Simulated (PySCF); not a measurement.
# C2H4: fields and orbitals

Aim: take C2H4 and pull one bond apart with RHF, UHF and CASSCF, analyse its density (charges, bond critical points, surface potential) and measure its response to a uniform field.

Program: PySCF 2.14.0. Level of theory: levels as typed in each script, gas phase, geometry from GFN2-xTB. These are calculated values, not measurements.

### 1 Where the work starts

SMILES `C=C`, 6 atoms, charge 0, spin multiplicity 1.

Bond lengths: C1–C2 1.316 Å, C1–H3 1.078 Å, C1–H4 1.078 Å, C2–H5 1.078 Å, C2–H6 1.078 Å. Angles: C2–C1–H3 122.0°, C2–C1–H4 122.0°, H3–C1–H4 116.0°, C1–C2–H5 122.0°, C1–C2–H6 122.0°, H5–C2–H6 116.0°.

Geometry (Å):

```mol
C2H4
  3D, bonds by distance, orders not assigned

  6  5  0  0  0  0  0  0  0  0999 V2000
   -0.6582    0.0000    0.0000 C   0  0
    0.6582    0.0000    0.0000 C   0  0
   -1.2293   -0.9140    0.0000 H   0  0
   -1.2293    0.9140    0.0000 H   0  0
    1.2293    0.9140    0.0000 H   0  0
    1.2293   -0.9140    0.0000 H   0  0
  1  2  8  0
  1  3  8  0
  1  4  8  0
  2  5  8  0
  2  6  8  0
M  END
```

### 2 Stretching a bond (def2-svp)

File input.py:

```python
import numpy as np
from pyscf import gto, scf, mcscf

mol = gto.M(atom='''
C     -0.65817     0.00000     0.00000
C      0.65817     0.00000     0.00000
H     -1.22935    -0.91399     0.00000
H     -1.22935     0.91401     0.00000
H      1.22935     0.91401     0.00000
H      1.22935    -0.91399     0.00000
''', basis='def2-svp', charge=0, spin=0, verbose=4)
# stretch the bond between atoms 2 and 6, from long to short, fragments rigid
a, b, move = 1, 5, [5]
xyz = mol.atom_coords(unit='Angstrom')
u = xyz[b] - xyz[a]
r0 = np.linalg.norm(u)
rows, last, dm_u = [], None, None
for r in [3.0, 2.35, 1.93, 1.66, 1.44, 1.28, 1.18, 1.07, 0.98]:
    new = xyz.copy()
    new[move] += u / r0 * (r - r0)
    m = mol.set_geom_(new, unit='Angstrom', inplace=False)
    rhf = scf.RHF(m).density_fit(auxbasis='def2-universal-jkfit').run()
    uhf = scf.UHF(m).density_fit(auxbasis='def2-universal-jkfit').newton()
    if dm_u is None:
        c = rhf.mo_coeff
        h = m.nelectron // 2 - 1
        ca, cb = c.copy(), c.copy()
        ca[:, h], cb[:, h] = (c[:, h] + c[:, h + 1]) / 2**.5, (c[:, h] - c[:, h + 1]) / 2**.5
        dm_u = np.array([x[:, :h + 1] @ x[:, :h + 1].T for x in (ca, cb)])
    uhf.kernel(dm0=dm_u)
    for _ in range(3):
        c, _, stable, _ = uhf.stability(return_status=True)
        if stable:
            break
        uhf.kernel(c, uhf.mo_occ)
    dm_u = uhf.make_rdm1()
    mc = mcscf.CASSCF(rhf, 2, 2)
    mc.natorb = True
    mc.fix_spin_(ss=0)
    guess = mcscf.addons.make_natural_orbitals(uhf)[1] if last is None else mcscf.project_init_guess(mc, last.mo_coeff, last.mol)
    mc.kernel(guess)
    last = mc
    act = slice(mc.ncore, mc.ncore + mc.ncas)
    print('r %.3f  RHF %.6f  UHF %.6f  <S^2> %.3f  CASSCF %.6f  occupations' % (r, rhf.e_tot, uhf.e_tot, uhf.spin_square()[0], mc.e_tot), mc.mo_occ[act].round(4))
    rows.append((new, rhf.e_tot, uhf.e_tot, uhf.spin_square()[0], mc.e_tot, mc.mo_occ[act], mc.mo_coeff[:, act], dm_u[0] - dm_u[1], rhf.converged and uhf.converged and mc.converged))
    np.savez('result.npz', **{k: [row[i] for row in rows] for i, k in enumerate('xyz rhf uhf s2 cas occ c spin ok'.split())})
```

Command:

```sh
$ OMP_NUM_THREADS=1 python input.py
```

### 4 Density, bond paths and surface potential (M06-2X/def2-svp)

File input.py:

```python
import numpy as np
from pyscf import gto, scf, dft
from pyscf.scf import atom_ks, atom_hf
from scipy.linalg import block_diag

def solve(mol, dm0=None, hcore=None):
    mf = (dft.UKS if mol.spin else dft.RKS)(mol, xc='m062x')
    mf.grids.level = 3
    mf = mf.density_fit(auxbasis='def2-universal-jkfit')
    mf.conv_tol, mf.max_cycle = 1e-8, 80
    if hcore is not None:
        mf.get_hcore = lambda *args: hcore
    mf.kernel(dm0)
    if not mf.converged:
        mf = mf.newton().run(mf.mo_coeff, mf.mo_occ, max_cycle=30)
    assert mf.converged, 'SCF not converged'
    return mf

mol = gto.M(atom='''
C     -0.65817     0.00000     0.00000
C      0.65817     0.00000     0.00000
H     -1.22935    -0.91399     0.00000
H     -1.22935     0.91401     0.00000
H      1.22935     0.91401     0.00000
H      1.22935    -0.91399     0.00000
''', basis='def2-svp', charge=0, spin=0, verbose=4)
mf = solve(mol)
mf.analyze()
# spherically averaged free atoms, for the promolecule
atm = atom_ks.get_atm_nrks(mol, xc='m062x')
pro = block_diag(*[(atm[a[0]][2] * atm[a[0]][3]) @ atm[a[0]][2].T for a in mol._atom])
np.savez('result.npz', e=mf.e_tot, c=mf.mo_coeff, occ=mf.mo_occ, eps=mf.mo_energy, pro=pro, dip=mf.dip_moment(verbose=0), s2=mf.spin_square()[0])
```

### 6 Response to an electric field (PBE/6-311+g**)

File input.py:

```python
import numpy as np
from pyscf import gto, scf, dft
from pyscf.scf import atom_ks, atom_hf
from scipy.linalg import block_diag

def solve(mol, dm0=None, hcore=None):
    mf = (dft.UKS if mol.spin else dft.RKS)(mol, xc='pbe')
    mf.grids.level = 3
    mf = mf.density_fit(auxbasis='def2-universal-jkfit')
    mf.conv_tol, mf.max_cycle = 1e-8, 80
    if hcore is not None:
        mf.get_hcore = lambda *args: hcore
    mf.kernel(dm0)
    if not mf.converged:
        mf = mf.newton().run(mf.mo_coeff, mf.mo_occ, max_cycle=30)
    assert mf.converged, 'SCF not converged'
    return mf

mol = gto.M(atom='''
C     -0.65817     0.00000     0.00000
C      0.65817     0.00000     0.00000
H     -1.22935    -0.91399     0.00000
H     -1.22935     0.91401     0.00000
H      1.22935     0.91401     0.00000
H      1.22935    -0.91399     0.00000
''', basis='6-311+g**', charge=0, spin=0, verbose=4)
field = np.array([0.0, 0.01, 0.0])  # atomic units
mol.set_common_orig(mol.atom_charges() @ mol.atom_coords() / mol.atom_charges().sum())
mf = solve(mol)
out = dict(dm0=mf.make_rdm1(), d0=mf.dip_moment(unit='AU'), e0=mf.e_tot)
for name, sign in (('p', 1), ('m', -1)):
    h = mf.get_hcore() + sign * np.einsum('x,xij->ij', field, mol.intor('int1e_r'))
    mi = solve(mol, mf.make_rdm1(), h)
    out.update({'dm' + name: mi.make_rdm1(), 'd' + name: mi.dip_moment(unit='AU'), 'e' + name: mi.e_tot})
# spherically averaged free atoms, for the promolecule
atm = atom_ks.get_atm_nrks(mol, xc='pbe')
pro = block_diag(*[(atm[a[0]][2] * atm[a[0]][3]) @ atm[a[0]][2].T for a in mol._atom])
np.savez('result.npz', pro=pro, **out)
```

(Steps that only read results are left out.)

Q: Predict the outcome of this session. Wanted: dipole moment; HOMO, LUMO; polarisability along the field.

**Answer**, as computed:

```
                                               quantity           value
cost of the stretch to 3.0 Å, CASSCF and RHF (def2-svp)  4.5 and 7.7 eV
                        dipole moment (M06-2X/def2-svp)          0.00 D
                           HOMO, LUMO (M06-2X/def2-svp)  -9.09, 1.47 eV
         polarisability along the field (PBE/6-311+g**)      21.6 bohr³
```

RHF rises too steeply at long distance, since it keeps both electrons in one orbital and so mixes in ionic fragments. At M06-2X/def2-svp: The highest Hirshfeld charge is on H3, H4, H5 and H6 (+0.05 e), the lowest on C1 and C2 (−0.10 e). All values hold at the given geometry, in the gas phase.
